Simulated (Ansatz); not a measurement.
[PO3]− (metaphosphate (po31-) (8ci,9ci)): methods side by side

[PO3]−: 4 atoms, total charge -1, spin state singlet. As SMILES, `O=P(=O)[O-]`. The shape is that of a GFN2-xTB optimisation.

```xyz
4

O     0.5800   -0.4194   -1.2974
P     0.0003    0.0005   -0.0001
O    -1.0570    1.0378    0.0380
O     0.4767   -0.6188    1.2595
```

Each level gives the energy change with the O1–P2 bond stretched from 1.482 to 2.222 Å (eV). The values are calculated.

```
                      level                    kind  program  value (eV)  less FCI/STO-3G  CPU time (all runs)
  SVWN5/STO-3G (restricted)                     LDA   Ansatz        2.40            +0.79                1.8 s
 revPBE/STO-3G (restricted)                     GGA   Ansatz        1.78            +0.17                2.7 s
 r2SCAN/STO-3G (restricted)                meta-GGA   Ansatz        2.20            +0.59                6.5 s
   PBE0/STO-3G (restricted)           global hybrid   Ansatz        2.33            +0.72                2.6 s
  HSE06/STO-3G (restricted)  range-separated hybrid   Ansatz        2.32            +0.71                3.2 s
wB97M-V/STO-3G (restricted)  range-separated hybrid   Ansatz        2.31            +0.70                 46 s
RPA@PBE/STO-3G (restricted)                     RPA   Ansatz        0.82            -0.79                4.9 s
    MP2/STO-3G (restricted)     perturbation theory   Ansatz        1.87            +0.26               0.67 s
 CCSDTQ/STO-3G (restricted)   coupled cluster or CI   Ansatz        1.61             0.00                 60 s
                 FCI/STO-3G      exact in the basis   Ansatz        1.61             0.00                 52 s
```

FCI/STO-3G is exact within its basis and frozen core, so for wave-function methods in that basis the difference is their error; functionals converge differently with the basis, so for them it is only a difference. Sets without diffuse functions describe the anion poorly. The first shape isn't each level's own minimum. The values span 0.82 to 2.40 eV. All rows use very small basis sets, so none should be taken for the real molecule's value. CPU times are rough (shared hosts, several kinds of processor and program).
